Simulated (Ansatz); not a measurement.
**BSiH (singlet): wave-function methods side by side at angle Si1–B2–H3 = 156.7°, 6-31G**

How much of the correlation energy of BSiH (singlet) does each wave-function method recover here?

Program: Ansatz 0.2.0, Gaussian basis. Level of theory: 6-31G, core rule «outside noble gas», up to 6 orbitals frozen. These are calculated values, not measurements.

The runs, in order: UHF; CCSD(T) on RHF; CCSD(T) on UHF; BCCD(T) on RHF; CISD; CCSDT(Q) on RHF; CCSDT(Q) on UHF; CCSDTQ on RHF; CCSDTQ on UHF; CASSCF and MRCISD+Q, 2 electrons in 2 orbitals; CASSCF and NEVPT2, 2 electrons in 2 orbitals; CASSCF and MRCISD+Q, 8 electrons in 9 orbitals; CASSCF and NEVPT2, 8 electrons in 9 orbitals; Full CI.

11 further runs of the same task are left out: 1 for a mislabelled method, 6 that didn't finish, 4 set aside as unsound or not needed.

## 1. What is computed

The geometry derives from a PBE0/def2-TZVP stationary point (not a proven minimum). One angle is set to the value named; bond lengths are kept.

3 atoms, charge 0, spin multiplicity 1.

Atoms are counted from 1 here; the program's logs count them from 0.

Bond lengths: Si1–B2 1.895 Å, B2–H3 1.186 Å. Angles: Si1–B2–H3 156.7°.

## 2. UHF

in.yaml

```yaml
crystal:
  periodic: [false, false, false]
  atoms:
    - {symbol: Si, position_ang: [0.175300, 0.000000, 1.624583]}
    - {symbol: B, position_ang: [-0.207393, 0.000000, -0.231524]}
    - {symbol: H, position_ang: [0.032093, 0.000000, -1.393059]}
basis:
  gaussian: {orbitals: 6-31G}
magnetization: {spin_polarized: true, initial_magnetization: 0}
hamiltonian: {xc: hf}
output: {orbitals: {seedname: orbitals}}
```

On the command line:

```
> ansatz run in.yaml --threads 1 --pin off --events-out ev --progress --plain --max-ram 2393MiB
```

After this run come: CCSD(T) on RHF; CCSD(T) on UHF; BCCD(T) on RHF; CISD; CCSDT(Q) on RHF; CCSDT(Q) on UHF; CCSDTQ on RHF; CCSDTQ on UHF; CASSCF and MRCISD+Q, 2 electrons in 2 orbitals; CASSCF and NEVPT2, 2 electrons in 2 orbitals; CASSCF and MRCISD+Q, 8 electrons in 9 orbitals; CASSCF and NEVPT2, 8 electrons in 9 orbitals; Full CI.

Before running them: what should the planned runs give, taken together? Wanted: FCI below the RHF energy; RMP2 from FCI; RCCSD from FCI; RCCSD(T) from FCI; RCCSDT(Q) from FCI; NEVPT2 valence from FCI; MRCISD+Q valence from FCI; T1 diagnostic; effectively unpaired electrons.

**Answer**, as computed:

```
                         quantity                                                 value
         FCI below the RHF energy                                            -3.3580 eV
                    RMP2 from FCI                                          +92.5 kJ/mol
                   RCCSD from FCI                                          +19.1 kJ/mol
                RCCSD(T) from FCI                                           +9.5 kJ/mol
               RCCSDT(Q) from FCI                                           +1.3 kJ/mol
          NEVPT2 valence from FCI                                          +23.2 kJ/mol
        MRCISD+Q valence from FCI                                           +0.3 kJ/mol
levels within 1 kcal/mol (43 meV)  RCCSDT(Q), RCCSDTQ, MRCISD valence, MRCISD+Q valence
                    T1 diagnostic                                                 0.027
   effectively unpaired electrons                                                  1.97
```

RCCSD(T) misses by +9.5 kJ/mol, 2.9 % of the correlation energy. With 2.0 effectively unpaired electrons against 0 the state is strongly multireference. Coupled cluster on one determinant still stays close here. Of the multireference levels listed MRCISD+Q valence comes nearest in total energy (+0.3 kJ/mol), which doesn't show that its space is the better one. Coupled cluster took another determinant than the lowest Hartree-Fock one. These misses are within one basis, not against nature.
